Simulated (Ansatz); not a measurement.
Input file:

```yaml
crystal:
  periodic: [false, false, false]
  atoms:
    - {symbol: Ge, position_ang: [0.000000, -0.040516, 0.285357]}
    - {symbol: O, position_ang: [0.000000, 0.097280, -1.360296]}
    - {symbol: H, position_ang: [0.000000, 1.375714, 1.027442]}
basis:
  gaussian: {orbitals: cc-pVDZ}
total_charge: 1
magnetization: {spin_polarized: true, initial_magnetization: 0}
correlation: {method: ccsdtq, electrons: outside_noble_gas}
```

```sh
$ ansatz run in.yaml --threads 2 --pin off --events-out ev --progress --plain --max-ram 15360MiB --backend cuda --devices 0, --max-vram 18GiB
```

Log:

```
861 factors; integrals over basis functions are off by at most 1.9e-7 eV
mean field evaluation 1: about -58496.9496 eV, gradient 5.9e1 eV
mean field evaluation 2: about -58496.9924 eV, gradient 5.9e1 eV
mean field evaluation 4: about -58512.5672 eV, gradient 1.2e1 eV
mean field evaluation 8: about -58513.7890 eV, gradient 3.5e-1 eV
mean field evaluation 16: about -58513.8155 eV, gradient 2.4e-6 eV
mean field evaluation 32: about -58515.4514 eV, gradient 3.2e-5 eV
mean field evaluation 64: about -58436.4881 eV, gradient 1.1e2 eV
mean field evaluation 96: about -58515.4514 eV, gradient 3.1e-3 eV
mean field evaluation 128: about -58514.6846 eV, gradient 1.1e-5 eV
mean field evaluation 160: about -58514.6845 eV, gradient 8.2e-2 eV
...
cycle  33  -7.23649785 eV  change   -5.1e-6 eV  update   3.2e-6
cycle  34  -7.23650264 eV  change   -4.8e-6 eV  update   2.5e-6
cycle  35  -7.23650695 eV  change   -4.3e-6 eV  update   2.4e-6
cycle  36  -7.23651382 eV  change   -6.9e-6 eV  update   1.9e-6
cycle  37  -7.23651775 eV  change   -3.9e-6 eV  update   1.3e-6
cycle  38  -7.23652097 eV  change   -3.2e-6 eV  update   1.1e-6
cycle  39  -7.23652249 eV  change   -1.5e-6 eV  update   1.1e-6
cycle  40  -7.23652416 eV  change   -1.7e-6 eV  update   7.4e-7
cycle  41  -7.23652544 eV  change   -1.3e-6 eV  update   3.2e-7
cycle  42  -7.23652558 eV  change   -1.4e-7 eV  update   2.5e-7
Total energy: -58522.68795143 eV, -2150.6691141125 hartree
```

Ran on 2 threads of AMD EPYC 7R13 with a shared H100 80 GB, shared host: 98 s wall, 0.86 GiB peak host memory.
